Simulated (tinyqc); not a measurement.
Worked calculation: UHF in the sto-3g basis, for HF, spin multiplicity 1. This run ends on a higher stationary point, not on the lowest solution. One step of it, computed by the program tinyqc.

Task: Iteration 1: building the Fock matrix. J_ij = sum D_kl (ij|kl) with D = D(alpha) + D(beta), K_ij = sum D_kl (ik|jl) for each spin; F = H + J - K(s); E = tr D H + tr D J / 2 - 0.5 sum_s tr D(s) K(s) + E_nn.

D(alpha) at the start, lower triangle:
```
            1F 1s      1F 2s     1F 2px     1F 2py     1F 2pz     2H 1s
1F 1s    1.060221
1F 2s   -0.253300   1.065679
1F 2px  -0.002004   0.014841   0.902819
1F 2py   0.003624  -0.026839   0.175749   0.682165
1F 2pz  -0.001016   0.005697   0.011877  -0.021479   1.005683
2H 1s    0.010092  -0.052920  -0.239946   0.433932  -0.055758  0.422194
```

D(beta) at the start, lower triangle:
```
            1F 1s      1F 2s     1F 2px     1F 2py     1F 2pz     2H 1s
1F 1s    1.060221
1F 2s   -0.253300   1.065679
1F 2px   0.002004  -0.014841   0.902819
1F 2py  -0.003624   0.026839   0.175749   0.682165
1F 2pz  -0.001016   0.005697  -0.011877   0.021479   1.005683
2H 1s    0.010092  -0.052920   0.239946  -0.433932  -0.055758  0.422194
```

core Hamiltonian H = T + V (hartree), lower triangle:
```
             1F 1s       1F 2s     1F 2px     1F 2py     1F 2pz      2H 1s
1F 1s   -40.314487
1F 2s    -9.458561  -10.792685
1F 2px    0.000000    0.000000  -8.484663
1F 2py    0.000000    0.000000   0.000000  -8.484663
1F 2pz   -0.003789   -0.047409   0.000000   0.000000  -8.501495
2H 1s    -0.247958   -0.666342   0.000000   0.000000  -0.527914  -3.069596
```

Two-electron integrals (ij|kl) in chemists' order, unique and non-zero (hartree):
```
(11|11) 5.403501   (21|11) 0.841920   (21|21) 0.156299   (22|11) 1.268028
(22|21) 0.292344   (22|22) 0.926167   (31|31) 0.027998   (32|31) 0.043169
(32|32) 0.204588   (33|11) 1.264502   (33|21) 0.292403   (33|22) 0.925959
(33|33) 0.997514   (41|41) 0.027998   (42|41) 0.043169   (42|42) 0.204588
(43|43) 0.053770   (44|11) 1.264502   (44|21) 0.292403   (44|22) 0.925959
(44|33) 0.889973   (44|44) 0.997514   (51|51) 0.027998   (52|51) 0.043169
(52|52) 0.204588   (53|53) 0.053770   (54|54) 0.053770   (55|11) 1.264502
(55|21) 0.292403   (55|22) 0.925959   (55|33) 0.889973   (55|44) 0.889973
(55|55) 0.997514   (61|11) 0.022150   (61|21) 0.004080   (61|22) 0.007592
(61|33) 0.007584   (61|44) 0.007584   (61|51) 0.000158   (61|52) 0.000298
(61|55) 0.007609   (61|61) 0.000107   (62|11) 0.067524   (62|21) 0.015826
(62|22) 0.057540   (62|33) 0.056756   (62|44) 0.056756   (62|51) 0.001055
(62|52) 0.008989   (62|55) 0.059050   (62|61) 0.000419   (62|62) 0.004839
(63|31) 0.001517   (63|32) 0.009585   (63|53) 0.001852   (63|63) 0.000681
(64|41) 0.001517   (64|42) 0.009585   (64|54) 0.001852   (64|64) 0.000681
(65|11) 0.052742   (65|21) 0.012504   (65|22) 0.048750   (65|33) 0.046959
(65|44) 0.046959   (65|51) 0.002138   (65|52) 0.015865   (65|55) 0.052280
(65|61) 0.000341   (65|62) 0.005034   (65|65) 0.005846   (66|11) 0.289213
(66|21) 0.068823   (66|22) 0.288738   (66|33) 0.283461   (66|44) 0.283461
(66|51) 0.003751   (66|52) 0.046463   (66|55) 0.299245   (66|61) 0.001818
(66|62) 0.034141   (66|65) 0.042071   (66|66) 0.774606
```

nuclear repulsion = 2.60535826 hartree

Give: Coulomb J; exchange K(alpha); exchange K(beta); F(alpha); F(beta); total energy of this density.

Result:

Coulomb J (hartree), lower triangle:
```
          1F 1s   1F 2s  1F 2px  1F 2py  1F 2pz   2H 1s
1F 1s   20.0783
1F 2s    3.8171  9.3853
1F 2px   0.0000  0.0000  9.3812
1F 2py   0.0000  0.0000  0.0378  9.3337
1F 2pz   0.0033  0.0383  0.0000  0.0000  9.4150
2H 1s    0.0997  0.5754  0.0000  0.0000  0.4906  3.2980
```

exchange K(alpha) (hartree), lower triangle:
```
          1F 1s    1F 2s   1F 2px  1F 2py  1F 2pz   2H 1s
1F 1s    5.5415
1F 2s    0.9548   1.5299
1F 2px   0.0002   0.0002   1.2163
1F 2py  -0.0004  -0.0003   0.1659  1.0080
1F 2pz   0.0001   0.0011  -0.0005  0.0009  1.3092
2H 1s    0.0266   0.0879  -0.0666  0.1205  0.0634  0.3308
```

exchange K(beta) (hartree), lower triangle:
```
          1F 1s    1F 2s  1F 2px   1F 2py  1F 2pz   2H 1s
1F 1s    5.5415
1F 2s    0.9548   1.5299
1F 2px  -0.0002  -0.0002  1.2163
1F 2py   0.0004   0.0003  0.1659   1.0080
1F 2pz   0.0001   0.0011  0.0005  -0.0009  1.3092
2H 1s    0.0266   0.0879  0.0666  -0.1205  0.0634  0.3308
```

F(alpha) (hartree), lower triangle:
```
           1F 1s    1F 2s   1F 2px   1F 2py   1F 2pz    2H 1s
1F 1s   -25.7778
1F 2s    -6.5962  -2.9372
1F 2px   -0.0002  -0.0002  -0.3197
1F 2py    0.0004   0.0003  -0.1281  -0.1590
1F 2pz   -0.0005  -0.0102   0.0005  -0.0009  -0.3958
2H 1s    -0.1748  -0.1789   0.0666  -0.1205  -0.1007  -0.1025
```

F(beta) (hartree), lower triangle:
```
           1F 1s    1F 2s   1F 2px   1F 2py   1F 2pz    2H 1s
1F 1s   -25.7778
1F 2s    -6.5962  -2.9372
1F 2px    0.0002   0.0002  -0.3197
1F 2py   -0.0004  -0.0003  -0.1281  -0.1590
1F 2pz   -0.0005  -0.0102  -0.0005   0.0009  -0.3958
2H 1s    -0.1748  -0.1789  -0.0666   0.1205  -0.1007  -0.1025
```

total energy of this density = -98.128779 hartree
